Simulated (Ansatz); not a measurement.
**Ge–PH$_{2}$, quartet: reading a ladder of total energies**

Geometry: that of the Ge–PH2, doublet, kept fixed. The doublet lies 2.6 eV lower here.

```xyz
4

Ge    0.0000    0.0000    0.7020
P     0.0000    0.0000   -1.4925
H     0.0000    1.1073   -2.3623
H     0.0000   -1.1073   -2.3623
```

Basis cc-pVTZ; Ansatz 0.2.0. Only valence electrons are correlated (noble-gas cores and the filled d shells of p-block atoms frozen), which leaves 11 electrons in 86 orbitals. Prefix R: restricted or restricted open-shell reference; prefix U: unrestricted. No spin–orbit coupling is included, and no scalar relativity.

Full CI isn't at hand for all of this; UCCSDT(Q) serves as the reference, and is uncertain by about the last step of the cluster series.

Runs differ by some tens of microhartree through their thresholds and, for an open shell, their frozen cores, so steps under 0.03 kcal/mol mean nothing.

| level | total energy (hartree) |
| --- | --- |
| UHF | -2417.219380 |
| UMP2 | -2417.423174 |
| UCCSD | -2417.460553 |
| UCCSD(T) | -2417.470710 |
| UCCSDT | -2417.472342 |
| UCCSDT(Q) | -2417.472830 |

Problem. What is the correlation energy at UCCSDT(Q), and what share of it do UMP2 and UCCSD(T) recover?

Solution. E(corr) = -2417.472830 − (-2417.219380) = -0.253450 hartree = -6.897 eV. UMP2: -0.203794 / -0.253450 = 80.41 %. UCCSD(T): -0.251330 / -0.253450 = 99.16 %.

Problem. By how many kcal/mol does UCCSD(T) miss UCCSDT(Q) (1 hartree = 627.509 kcal/mol), and which steps make up the rest?

Solution. -2417.470710 − (-2417.472830) = 0.002120 hartree = 1.33 kcal/mol. Steps: UCCSDT − UCCSD(T) = -1.02, UCCSDT(Q) − UCCSDT = -0.31 kcal/mol. Differences between like states or geometries often cancel part of this.
